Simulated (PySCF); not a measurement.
# `C=CC[PH-]`, [C3H6P]-, charge -1

Molfile (atoms numbered from 1):
```
C3H6P
     RDKit          3D

 10  9  0  0  0  0  0  0  0  0999 V2000
   -1.2663   -0.7924   -0.3460 C   0  0  0  0  0  0  0  0  0  0  0  0
   -0.5940    0.0977    0.3765 C   0  0  0  0  0  0  0  0  0  0  0  0
    0.5540    0.8864   -0.0978 C   0  0  0  0  0  0  0  0  0  0  0  0
    2.1062    0.2067    0.7345 P   0  0  0  0  0  0  0  0  0  0  0  0
   -2.0428   -1.4133    0.0777 H   0  0  0  0  0  0  0  0  0  0  0  0
   -1.0437   -0.9565   -1.3897 H   0  0  0  0  0  0  0  0  0  0  0  0
   -0.8259    0.2171    1.4286 H   0  0  0  0  0  0  0  0  0  0  0  0
    0.6614    0.8517   -1.1860 H   0  0  0  0  0  0  0  0  0  0  0  0
    0.4899    1.9295    0.2264 H   0  0  0  0  0  0  0  0  0  0  0  0
    1.9700   -1.0222    0.1533 H   0  0  0  0  0  0  0  0  0  0  0  0
  1  2  2  0
  2  3  1  0
  3  4  1  0
  1  5  1  0
  1  6  1  0
  2  7  1  0
  3  8  1  0
  3  9  1  0
  4 10  1  0
M  CHG  1   4  -1
M  END
```

Computed with PySCF, GIAO PBE0/cc-pVDZ magnetisability, rotational g tensor and spin-rotation constants, non-relativistic, gas phase. Geometry: GFN2-xTB.

For an ion the centre-of-mass motion in the field is neglected. The highest occupied orbital is unbound at this level, so the values depend on the basis.

**Question.** Give the nuclear spin-rotation constants along the inertial axes (H = +C I·J) beside the isotropic shieldings.

**Answer.** Rotational constants 17.1330, 3.0098, 2.8348 GHz. A star marks the isotopologue with that one atom substituted, in its own axes.
| atom | isotope | Caa (kHz) | Cbb (kHz) | Ccc (kHz) | mean (kHz) | σ (ppm) |
| --- | --- | --- | --- | --- | --- | --- |
| P4 | 31P | 18.028 | 2.542 | 3.702 | 8.091 | 533.4 |
| H5 | 1H | -0.321 | -0.154 | -0.139 | -0.204 | 29.0 |
| H6 | 1H | -1.691 | -0.301 | 0.267 | -0.575 | 28.2 |
| H7 | 1H | -1.528 | -0.274 | 0.357 | -0.482 | 25.6 |
| H8 | 1H | -1.576 | -0.221 | 0.190 | -0.536 | 28.4 |
| H9 | 1H | -1.483 | 0.021 | -0.187 | -0.549 | 30.8 |
| H10 | 1H | -1.486 | -0.056 | -0.186 | -0.576 | 32.9 |
| C1 | 13C* | 3.383 | 0.497 | 0.853 | 1.577 | 117.7 |
| C2 | 13C* | 4.427 | 0.600 | 1.363 | 2.130 | 58.9 |
| C3 | 13C* | 2.459 | 0.459 | 0.446 | 1.121 | 165.5 |

For the geometry as given, no vibrational averaging.
